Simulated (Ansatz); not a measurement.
```yaml
crystal:
  periodic: [false, false, false]
  atoms:
    - {symbol: N, position_ang: [-0.959865, -0.352598, -0.131553]}
    - {symbol: C, position_ang: [0.228886, 0.054217, -0.225433]}
    - {symbol: O, position_ang: [0.977320, 0.171440, 0.818120]}
    - {symbol: H, position_ang: [-1.449158, -0.401572, -0.959605]}
    - {symbol: H, position_ang: [0.729102, 0.373972, -1.191532]}
    - {symbol: H, position_ang: [0.493129, -0.054529, 1.643101]}
basis:
  gaussian: {orbitals: aug-pcseg-2}
hamiltonian: {xc: {name: wB97X-D}, dispersion: d4}
output: {forces: true}
```

```sh
$ ansatz run in.yaml --threads 2 --pin off --events-out ev --progress --plain --max-ram 4352MiB
```

Shortened log:

```
Error: YAML parse error: error: line 12 column 19: hamiltonian.xc: no functional is named "wB97X-D"; the names, which are not case-sensitive, are SVWN5, SPW92, PBE, PBE0, PBEsol, revPBE, revPBE0, RPBE, rPW86-PBE, HSE06, wPBEh, LC-wPBE, HISS, HF, BLYP, B3LYP, B3LYP5, BHLYP, CAM-B3LYP, r2SCAN, r2SCANh, r2SCAN0, r2SCAN50, m-r2SCAN, B97, wB97, wB97X, wB97X-V, B97M-V, wB97M-V, B2PLYP, B2GP-PLYP, PBE0-DH, PBE-QIDH
10 | basis:
11 |   gaussian: {orbitals: aug-pcseg-2}
12 | hamiltonian: {xc: {name: wB97X-D}, dispersion: d4}
13 | output: {forces: true}
```

Problem. What is wrong with this run?

Solution. The method's name isn't one that the program takes here. The program refused the input.

HSE06 is defined as in plane-wave codes.
